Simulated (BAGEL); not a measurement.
# AlH3 (SMILES [AlH3]), step by step

Wanted: a single-point energy (HF/def2-TZVP), then a single-point energy (NEVPT2(2,2)/def2-TZVP), then the energy (CASPT2(2,2)/def2-TZVP) of AlH3. 

The calculation is run with BAGEL 1.2.2.

1 further run of the same task is left out (set aside as unsound or not needed).

## 1. The system as given

The species is AlH3 (4 atoms), meant as a singlet with charge 0. SMILES: `[AlH3]`. The Al1–H4 distance was set to 3.648 Å, away from the relaxed value. At this shape a bond of the SMILES string is far longer than usual.

Bond lengths: Al1–H2 1.586 Å, Al1–H3 1.586 Å. Angles: H2–Al1–H3 120.0°.

## 2. The energy at HF/def2-TZVP (density fitting with svp-jkfit) (run 1)

The input, input.json:

```json
{ "bagel": [

{
  "title": "molecule",
  "basis": "def2-tzvp.json",
  "df_basis": "svp-jkfit",
  "angstrom": "true",
  "geometry": [
    { "atom": "Al", "xyz": [      -0.942729,      -0.184453,       1.813376 ] },
    { "atom": "H", "xyz": [      -0.323229,       0.501247,       3.102076 ] },
    { "atom": "H", "xyz": [      -2.297229,      -1.001653,       1.923576 ] },
    { "atom": "H", "xyz": [       0.749400,       0.115700,      -1.403900 ] }
  ]
},

{ "title": "hf" },

{ "title": "print", "file": "orbitals.molden", "orbitals": "true" }

]}
```

The basis set def2-TZVP is read from a file made from the Basis Set Exchange's data (not shown).

Run with:

```console
$ BAGEL_NUM_THREADS=1 BAGEL input.json > input.out
```

Standard output:

```text
* using 1 threads per process

  ===============================================================
  ===============================================================

  *** Geometry ***

  { "atom" : "Al", "xyz" : [     -1.781500,     -0.348566,      3.426784 ] },
  { "atom" : "H", "xyz" : [     -0.610814,      0.947220,      5.862074 ] },
  { "atom" : "H", "xyz" : [     -4.341134,     -1.892850,      3.635032 ] },
  { "atom" : "H", "xyz" : [      1.416161,      0.218641,     -2.652987 ] },

  Number of auxiliary basis functions:      182

  Since a DF basis is specified, we compute 2- and 3-index integrals:
    o Being stored without compression. Storage requirement is 0.004 GB

  Number of basis functions:       55
  Number of electrons      :       16

    * METHOD: MOLECULE                             0.03

  *** RHF ***

  === Nuclear Repulsion ===
    10.9826864815

      * DIIS with orbital gradients will be used.

  === RHF iteration (def2-tzvp.json) ===
      0       -243.38659092          0.01207207           0.00
      1       -243.44815234          0.00478020           0.01
      2       -243.45700224          0.00138370           0.00
      3       -243.45770869          0.00018436           0.00
      4       -243.45772233          0.00005140           0.00
      5       -243.45772349          0.00000968           0.00
      6       -243.45772353          0.00000155           0.00
      7       -243.45772353          0.00000041           0.00
      8       -243.45772353          0.00000010           0.00
      9       -243.45772353          0.00000003           0.00
     10       -243.45772353          0.00000000           0.00
    * SCF iteration converged.

    * Permanent dipole moment:
           (    0.973976,     0.172266,    -1.851190) a.u.

    * METHOD: HF                                   0.09

    * METHOD: PRINT                                0.01

  ===============================================================
```

Run time: 0.26 s. Hardware: 1 thread of Arm Neoverse V1, shared host.

## 3. A single-point energy at NEVPT2(2,2)/def2-TZVP (density fitting with svp-jkfit) (run 2)

The input, job.json:

```json
{ "bagel": [

{
  "title": "molecule",
  "basis": "def2-tzvp.json",
  "df_basis": "svp-jkfit",
  "angstrom": true,
  "geometry": [
    { "atom": "Al", "xyz": [   -0.942729,   -0.184453,    1.813376 ] },
    { "atom": "H", "xyz": [   -0.323229,    0.501247,    3.102076 ] },
    { "atom": "H", "xyz": [   -2.297229,   -1.001653,    1.923576 ] },
    { "atom": "H", "xyz": [    0.749400,    0.115700,   -1.403900 ] }
  ]
},
{
  "title": "hf"
},
{
  "title": "nevpt2",
  "nstate": 1,
  "nact": 2,
  "nclosed": 7,
  "active": [8, 9],
  "maxiter": 200,
  "natocc": true,
  "ncore": 5
},
{
  "title": "print",
  "file": "orbitals.molden",
  "orbitals": true
}

]}
```

The basis set def2-TZVP is read from a file made from the Basis Set Exchange's data (not shown).

Run with:

```console
$ BAGEL_NUM_THREADS=1 BAGEL job.json > job.out
```

Standard output:

```text
* using 1 threads per process

  ===============================================================
  ===============================================================

  *** Geometry ***

  { "atom" : "Al", "xyz" : [     -1.781500,     -0.348566,      3.426784 ] },
  { "atom" : "H", "xyz" : [     -0.610814,      0.947220,      5.862074 ] },
  { "atom" : "H", "xyz" : [     -4.341134,     -1.892850,      3.635032 ] },
  { "atom" : "H", "xyz" : [      1.416161,      0.218641,     -2.652987 ] },

[... 23 lines left out ...]
    * SCF iteration converged.
[... 1 line left out ...]
    * Permanent dipole moment:
[... 28 lines left out ...]
    * Second-order optimization converged. *
[... 9 lines left out ...]
     * ci vector, state   0, <S^2> = 0.0000
       2.     0.8434069898
       .2    -0.5372752084

  === DF-NEVPT2 calculation ===

    * 3-index integral transformation done
    * assembly done

      NEVPT2 correlation energy:   -0.0620977417      0.02

          (+0)     -0.0482000246
          (+0)'    -0.0016492748
          (+1)     -0.0024554991
          (+1)'    -0.0000000000
          (+2)     -0.0000567434
          (-1)     -0.0091982166
          (-1)'     0.0000000000
          (-2)     -0.0005379831

      NEVPT2 total energy:       -243.6006875475

    * METHOD: NEVPT2                               0.42

    * METHOD: PRINT                                0.01

  ===============================================================
```

Run time: 0.66 s. Hardware: 1 thread of Arm Neoverse V1, shared host.

## 4. A single-point energy at CASPT2(2,2)/def2-TZVP (density fitting with svp-jkfit) (run 3)

The input, input.json:

```json
{ "bagel" : [

{
  "title" : "molecule",
  "basis" : "def2-tzvp.json",
  "df_basis" : "svp-jkfit",
  "angstrom" : true,
  "geometry" : [
    { "atom" : "Al", "xyz" : [   -0.942729,   -0.184453,    1.813376 ] },
    { "atom" : "H", "xyz" : [   -0.323229,    0.501247,    3.102076 ] },
    { "atom" : "H", "xyz" : [   -2.297229,   -1.001653,    1.923576 ] },
    { "atom" : "H", "xyz" : [    0.749400,    0.115700,   -1.403900 ] }
  ]
},
{ "title" : "hf" },
{ "title" : "casscf", "nstate" : 1, "nact" : 2, "nclosed" : 7, "nspin" : 0, "active" : [8, 9], "maxiter" : 200, "natocc" : true },
{ "title" : "print", "file" : "orbitals.molden", "orbitals" : true },
{ "title" : "smith", "method" : "caspt2", "ms" : true, "xms" : true, "sssr" : true, "shift" : 0.2, "shift_imag" : true, "ncore" : 5 }

]}
```

The basis set def2-TZVP is read from a file made from the Basis Set Exchange's data (not shown).

Run with:

```console
$ BAGEL_NUM_THREADS=1 BAGEL input.json > input.out
```

Standard output:

```text
* using 1 threads per process

  ===============================================================
  ===============================================================

  *** Geometry ***

  { "atom" : "Al", "xyz" : [     -1.781500,     -0.348566,      3.426784 ] },
  { "atom" : "H", "xyz" : [     -0.610814,      0.947220,      5.862074 ] },
  { "atom" : "H", "xyz" : [     -4.341134,     -1.892850,      3.635032 ] },
  { "atom" : "H", "xyz" : [      1.416161,      0.218641,     -2.652987 ] },

[... 25 lines left out ...]
    * Permanent dipole moment:
[... 37 lines left out ...]
     * ci vector, state   0, <S^2> = 0.0000
[... 21 lines left out ...]
       #      aibj      arbs      arbi      airj      risj      airs      arst      rist         Etot      error   time
[... 7 lines left out ...]
      ------------------------------------------------------------------------------------------------------------------

    * CASPT2 energy : state  0     -243.6024685389
        w/o shift correction       -243.6016538550
        reference weight              0.9690570239

    * METHOD: SMITH                                0.08

  ===============================================================
```

Run time: 0.71 s. Hardware: 1 thread of Arm Neoverse V1, shared host.

## 5. Outcome

| quantity | value |
| --- | --- |
| run 1, HF/def2-TZVP: total energy | -243.45772 Eh |
| run 1, HF/def2-TZVP: dipole moment | 5.33 D |
| run 1, HF/def2-TZVP: HOMO energy | -7.33 eV |
| run 1, HF/def2-TZVP: LUMO energy | -1.00 eV |
| run 1, HF/def2-TZVP: HOMO–LUMO gap | 6.33 eV |
| run 2, NEVPT2(2,2)/def2-TZVP: total energy | -243.60069 Eh |
| run 3, CASPT2(2,2)/def2-TZVP: total energy | -243.60247 Eh |

What this shows: One bond (run 1, HF/def2-TZVP) is far stretched, which a spin-restricted single reference describes badly; a broken-symmetry solution may lie lower.
